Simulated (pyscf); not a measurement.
Structures and frequencies: ωB97X-D3(BJ)/def2-SVP in PySCF.

Question: For the elementary gas-phase step ethane (H₃C–CH₃) + [HO–Ga–OH]• → H₃C–Ga(OH)–OH + methyl (CH₃•) (doublet surface; C–C broken, C–Ga formed), what barrier and reaction energy does ωB97M-D3(BJ)/def2-TZVP give, measured from the separated reactants?

Answer: ΔE‡ = 200.0 kJ/mol, ΔE = +74.5 kJ/mol. Zero-point energy shifts the barrier by -9.7 kJ/mol. It is a substitution at C, with an imaginary mode of 1092i cm⁻¹. One saddle was located; it need not be the lowest between these sides. The angle at the attacked C is 174°. Elements up to Kr have no core potential and no relativistic terms here.
